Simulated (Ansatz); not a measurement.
Several settings on one geometry of the cluster B₃H⁻ (the lowest doublet isomer of a short search) (that of the charge -1 doublet, PBE-D4/def2-TZVPD). Ansatz on 4 threads of Arm Neoverse V2 on a shared host; times are rough.

Cartesian coordinates in Å:
```
B 0.7489 0.1266 0.9923
B -0.7343 0.4804 0.9348
B 0.0650 -0.1391 -0.3874
H -0.0796 -0.4680 -1.5397
```

Totals from different functionals, basis sets or treatments of relativity can't be compared as stabilities.

DK, ANO-RCC and x2c sets are all-electron and run with scalar relativity unless a key says otherwise.

The spins typed aren't always the lowest for that charge.

(1) Give the basis size and estimate the energy, ⟨S²⟩ and time of these runs.

| run | method | charge | state | further keys |
| --- | --- | --- | --- | --- |
| 1 | RHF/x2c-TZVPPall | 0 | singlet | forces asked |
| 2 | ROKS r2SCAN0-D3(BJ)-ATM/cc-pVTZ-DK | -1 | doublet | pseudopotentials: {relativity: scalar}; scf: {omitted_lower_state_checks: [starts]}; forces asked |
| 3 | UKS ωB97M-V/pcseg-2 | -1 | doublet | nuclear_model: gaussian; scf: {omitted_lower_state_checks: [starts]}; forces asked |

## Answers

(1) 
```csv
run,functions,energy (Eh),⟨S²⟩,wall time
1,107,-74.4246,–,0.35 s
2,104,-74.9861,–,1.8 s
3,104,-74.9831,0.77,3.6 s
```

The highest occupied level of an anion often lies above zero with these methods, and sets without diffuse functions describe the outer electron poorly. The restricted singlet is unstable towards broken spin symmetry in Hartree–Fock (as tested in another run); at RHF/x2c-TZVPPall this wasn't settled.
